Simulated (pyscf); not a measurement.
Routes from O=Mo(=O)(OH)–Cl + H₂

Candidate steps break at most two bonds and form at most two. Each was searched with GFN2-xTB (tblite) first. Single points on ωB97X-D3(BJ)/def2-SVP structures (PySCF, gas phase). Energies: ωB97M-D3(BJ)/def2-TZVP, eV, from the separated reactants, singlet surface; ΔG‡ with ideal gas, 1 atm, RRHO with modes under 100 cm⁻¹ raised to 100, one conformer, R ln 2 for chiral ones without a mode under 150 cm⁻¹.

| products | type | ΔE‡ | ΔE | ΔG‡ 298 K | ΔG‡ 900 K | ν‡ (cm⁻¹) |
|---|---|---|---|---|---|---|
| O=Mo(=O)(OH)–Cl + H₂ | concerted two-bond exchange | 1.46 | 0.00 | 1.87 | 2.82 | 1901i |
| O=MoH(OH)(OH)–Cl | addition across a multiple bond or ene-type step | 1.64 | +0.42 | 2.09 | 2.97 | 1650i |

Plain bond fissions and candidates not yet searched are not listed, and one of them may be faster. Each barrier is that of the saddle found; lower ones may exist. Elements past Kr carry the def2 core potentials, without spin-orbit coupling.
